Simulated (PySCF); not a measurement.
H2N, SMILES [NH2] (connectivity only; charge and spin as stated), charge -1, multiplicity 1. Atoms are numbered in the order given.

```xyz
3

N      0.0000     0.0000    -0.1453
H      0.0000    -0.7960     0.5086
H      0.0000     0.7960     0.5086
```
Charge -1, spin multiplicity 1.

Coordinates come from a r2SCAN-D4/def2-TZVPD optimisation. The multiplicity is an assumed one; other spin states were not compared. The isomer is the one that the SMILES or the coordinates give; other isomers of the formula were not compared.

Two levels are set side by side: PBE/pcSseg-2 (PySCF) and PBE0/pcSseg-2 (PySCF). GIAO shifts against NH3 (¹⁵N), TMS (¹H) at the same level; non-relativistic, no solvent, atoms listed together averaged. Differences are taken from unrounded values.

```csv
quantity,PBE0,PBE,PBE minus PBE0
δ(¹⁵N) of N1 (ppm),-52.7,-57.8,-5.1
"δ(¹H) of H2, H3 (ppm)",-4.75,-4.90,-0.16
```

Rough cost on one machine, each run with all the roots and properties that it gave: PBE0 against PBE within a factor of 2.
